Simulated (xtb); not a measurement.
xtb input:

```bash
xtb mol.xyz --gfn 1 --sp --chrg -1 --uhf 0
```
mol.xyz:
```
11

O      0.08242012    -0.65307308    -0.27251841
C      0.05944358     0.81611492     0.02420122
C      1.27962424    -1.22791635     0.11217570
C     -1.41575988     1.14327758     0.16617260
H      0.38802558     1.28228298    -0.93384472
H      1.20119300    -2.32198246    -0.00706601
H      2.13924714    -0.88864672    -0.50001802
H      1.53362274    -0.98388112     1.15823764
H     -2.08405563     0.76161145    -0.64762280
H     -1.83735447     0.75179719     1.10337251
H     -1.53988680     2.23454646     0.19179143
```

**Question.** Predict the final energy.

**Answer.** -14.93710 Eh (GFN1-xTB).

It need not be the lowest isomer of its formula. Whether it binds its extra electron was not tested at this geometry.
